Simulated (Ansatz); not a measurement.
System: methyl chloride, CH3Cl (charge 0, singlet). SMILES: CCl
Coordinates optimised at B3LYP-D3(BJ)/def2-TZVP (Ansatz, an electronic-structure program):
```
C
H 1 1.0858
H 1 1.0858 2 110.57
H 1 1.0858 2 110.57 3 -122.80
Cl 1 1.7944 2 108.35 3 118.60
```
Charge 0, spin multiplicity 1.

Parts of the frozen-core correlation energy in STO-3G (Ansatz, hartree). Frozen orbitals: 6; correlated occupied orbitals by spin: 7 and 7; virtual: 4 and 4. Spin-orbit coupling is left out. No relativistic terms.

| term | value |
|---|---|
| reference (HF) | -493.72299 |
| MP2 opposite-spin | (withheld) |
| MP2 same-spin | (withheld) |
| CCSD correlation | -0.08486 |
| (T) | (withheld) |
| FCI minus CCSD(T) | -0.00018 |
| T1 diagnostic | 0.005 |
| largest doubles amplitude | 0.108 |

### Question
What belongs in the gaps?

### Answer

- MP2 opposite-spin, value: -0.05777
- MP2 same-spin, value: -0.00488
- (T), value: -0.00044
